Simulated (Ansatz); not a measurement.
# HOF (hypofluorous acid): wB97X/aug-cc-pVTZ

What is the energy change on altering one bond length of HOF (hypofluorous acid) at wB97X/aug-cc-pVTZ? 

The results are computed with Ansatz 0.2.0.

48 further runs of the same task are left out: 48 set aside as unsound or not needed.

## 1. The structure to begin with

HOF: 3 atoms, total charge 0, spin state singlet. As SMILES, `OF`. Geometry: relaxed at PBE0-D4/def2-TZVP.

Bond lengths: O1–F2 1.406 Å, O1–H3 0.969 Å. Angles: F2–O1–H3 99.1°.

## 2. The energy at wB97X/aug-cc-pVTZ

The input, input.yaml:

```yaml
crystal:
  periodic: [false, false, false]
  atoms:
    - {symbol: O, position_ang: [0.430590, -0.210340, 0.216330]}
    - {symbol: F, position_ang: [-0.221910, 1.014620, -0.010980]}
    - {symbol: H, position_ang: [-0.208690, -0.804280, -0.205350]}
basis:
  gaussian:
    orbitals: aug-cc-pVTZ
hamiltonian:
  xc: {name: wB97X}
accuracy: high
output: {orbitals: {seedname: orbitals}}
```

The run is started by

```sh
$ ansatz run input.yaml --threads 1 --pin off --max-ram 3480MiB --events-out events.jsonl --progress --plain --runs-dir runs
```

Output:

```text
Warning: RAYON_NUM_THREADS=1 ignored (pool sized by the plan → 1); use --threads N
Functional definition: wB97X
  name "wB97X"
  parameter omega = 0.3/bohr
  parameter cx = 0.157706
  parameter cx1 = 0.726479
  parameter cx2 = 1.04760
  parameter cx3 = -5.70635
  parameter cx4 = 13.2794
  parameter css1 = -4.33879
  parameter css2 = 18.2308
  parameter css3 = -31.7430
  parameter css4 = 17.2901
  parameter cos1 = 2.37031
  parameter cos2 = -11.3995
  parameter cos3 = 6.58405
  parameter cos4 = -3.78132
  exchange = spin_sum(e_x_unif_sr(omega)*poly(b97_u_x, 1 - cx, cx1, cx2, cx3, cx4)) + cx*exact_x_sr(omega)
      + exact_x_lr(omega)
  correlation = spin_sum(e_c_pw_same_spin*poly(b97_u_same, 1, css1, css2, css3, css4))
      + integral(e_c_pw_opposite_spin*poly(b97_u_opposite, 1, cos1, cos2, cos3, cos4))
1764 factors; integrals over basis functions are off by at most 3.3e-9 eV
275 factors; integrals over basis functions are off by at most 1.9e-9 eV
mean field evaluation 1: about -4776.4350 eV, gradient 2.5e1 eV
mean field evaluation 2: about -4776.9560 eV, gradient 1.8e1 eV
mean field evaluation 4: about -4777.4072 eV, gradient 1.4e0 eV
mean field evaluation 8: about -4777.4108 eV, gradient 7.2e-3 eV
mean field evaluation 16: about -4777.4108 eV, gradient 6.8e-6 eV
mean field -4777.41077531 eV, -175.5666077475 hartree, gradient 6.6e-8 eV, S^2 0.000000; 0 other end points of the search recorded, 0 dependent functions left out
reference -4777.41077217 eV, -175.5666076321 hartree; 9, 9 occupied and 106, 106 virtual orbitals, 1764 factors
Total energy: -4777.41077217 eV, -175.5666076321 hartree
```

Run time: 9.6 s. Hardware: 1 thread of Arm Neoverse V2, shared host; peak memory 0.36 GiB.

## 3. The distorted shape

The input, input.yaml:

```yaml
crystal:
  periodic: [false, false, false]
  atoms:
    - {symbol: O, position_ang: [0.526465, -0.121265, 0.279571]}
    - {symbol: F, position_ang: [-0.126035, 1.103695, 0.052261]}
    - {symbol: H, position_ang: [-0.208690, -0.804280, -0.205350]}
basis:
  gaussian: {orbitals: aug-cc-pVTZ}
hamiltonian: {xc: {name: wB97X}}
accuracy: high
output: {orbitals: {seedname: orbitals}}
```

The run is started by

```sh
$ ansatz run input.yaml --threads 1 --pin off --max-ram 3480MiB --events-out events.jsonl --progress --plain --runs-dir runs
```

Output (excerpt; [...] marks lines left out):

```text
Warning: RAYON_NUM_THREADS=1 ignored (pool sized by the plan → 1); use --threads N
[... 2 set-up lines as earlier in the session ...]
[...]
      + exact_x_lr(omega)
[...]
      + integral(e_c_pw_opposite_spin*poly(b97_u_opposite, 1, cos1, cos2, cos3, cos4))
1783 factors; integrals over basis functions are off by at most 2.7e-9 eV
283 factors; integrals over basis functions are off by at most 1.7e-9 eV
[...]
mean field -4777.01438836 eV, -175.5520407957 hartree, gradient 2.0e-8 eV, S^2 0.000000; 0 other end points of the search recorded, 0 dependent functions left out
reference -4777.01438521 eV, -175.5520406800 hartree; 9, 9 occupied and 106, 106 virtual orbitals, 1783 factors
Total energy: -4777.01438521 eV, -175.5520406800 hartree
```

Run time: 9.9 s. Hardware: 1 thread of Arm Neoverse V2, shared host; peak memory 0.36 GiB.

## 4. Results

At wB97X/aug-cc-pVTZ:

```
                                                         quantity          value
                                        first shape: total energy  -175.56661 Eh
                                         first shape: HOMO energy      -11.86 eV
                                         first shape: LUMO energy        0.94 eV
                                       first shape: HOMO–LUMO gap       12.80 eV
                                    distorted shape: total energy  -175.55204 Eh
                                     distorted shape: HOMO energy      -11.70 eV
                                     distorted shape: LUMO energy        0.76 eV
                                   distorted shape: HOMO–LUMO gap       12.45 eV
energy change with the O1–H3 bond stretched from 0.969 to 1.115 Å       0.396 eV
```

With the O1–H3 bond stretched from 0.969 to 1.115 Å the energy rises by 0.40 eV (38.2 kJ/mol). The first shape isn't relaxed at this level, so the change isn't measured from a minimum.
